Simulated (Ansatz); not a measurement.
Input file:

```yaml
crystal:
  periodic: [false, false, false]
  atoms:
    - {symbol: As, position_ang: [0.000000, -0.029078, 0.000000]}
    - {symbol: H, position_ang: [0.000000, 1.080709, -1.053146]}
    - {symbol: H, position_ang: [0.000000, 1.080706, 1.053149]}
basis:
  gaussian: {orbitals: cc-pVDZ}
total_charge: 1
magnetization: {spin_polarized: false}
correlation: {method: ccsd_t, electrons: valence}
output: {forces: true}
```

```sh
$ ansatz run in.yaml --threads 1 --pin off --events-out ev --progress --plain --max-ram 2393MiB
```

Output:

```
417 factors; integrals over basis functions are off by at most 7.1e-4 eV
mean field evaluation 1: about -60816.7319 eV, gradient 6.8e0 eV
mean field evaluation 2: about -60816.7325 eV, gradient 6.8e0 eV
mean field evaluation 4: about -60816.9357 eV, gradient 2.7e-1 eV
mean field evaluation 8: about -60816.9361 eV, gradient 5.4e-7 eV
mean field -60816.93612106 eV, -2234.9811792491 hartree, gradient 9.8e-6 eV, S^2 0.000000; 0 other end points of the search recorded, 0 dependent functions left out; unrestricted orbitals would lower it
mean field evaluation 16: about -60816.9256 eV, gradient 3.1e0 eV
9 core orbitals not correlated: weight in the atoms' cores, before any rotation towards them, 1.000 or more for the frozen orbitals, at most 0.000 for the correlated occupied ones
reference -60816.93612106 eV, -2234.9811792491 hartree; 8, 8 occupied and 20, 20 virtual orbitals, 417 factors
second order -2.87299838 eV of doubles, -0.00000000 eV of singles
cycle   1  -3.35030935 eV  change   -4.8e-1 eV  update   5.9e-2
cycle   2  -3.57710474 eV  change   -2.3e-1 eV  update   2.5e-2
cycle   3  -3.58816415 eV  change   -1.1e-2 eV  update   7.1e-3
cycle   4  -3.58980347 eV  change   -1.6e-3 eV  update   2.4e-3
cycle   5  -3.58948424 eV  change    3.2e-4 eV  update   8.3e-4
cycle   6  -3.58932995 eV  change    1.5e-4 eV  update   2.6e-4
cycle   7  -3.58942408 eV  change   -9.4e-5 eV  update   8.0e-5
cycle   8  -3.58941048 eV  change    1.4e-5 eV  update   2.1e-5
cycle   9  -3.58940518 eV  change    5.3e-6 eV  update   5.5e-6
cycle  10  -3.58940776 eV  change   -2.6e-6 eV  update   1.2e-6
perturbative correction -0.07835581 eV, -0.0028795230 hartree
the calculation of the forces begins
Total energy: -60820.60388464 eV, -2235.1159670744 hartree
Atom 0 at     0.000000    -0.029078     0.000000 Å, force     0.000000     0.313404     0.000000 eV/Å
Atom 1 at     0.000000     1.080709    -1.053146 Å, force     0.000000    -0.156702    -0.201068 eV/Å
Atom 2 at     0.000000     1.080706     1.053149 Å, force    -0.000000    -0.156703     0.201068 eV/Å
Dipole moment:    -0.000000     0.188311     0.000000 e Å
```

Forces (eV/Å):
```
As   0.000  0.313  0.000
H    0.000 -0.157 -0.201
H    0.000 -0.157  0.201
```

Ran on 1 thread of Arm Neoverse V1, shared host: 0.96 s wall, 0.17 GiB peak host memory.
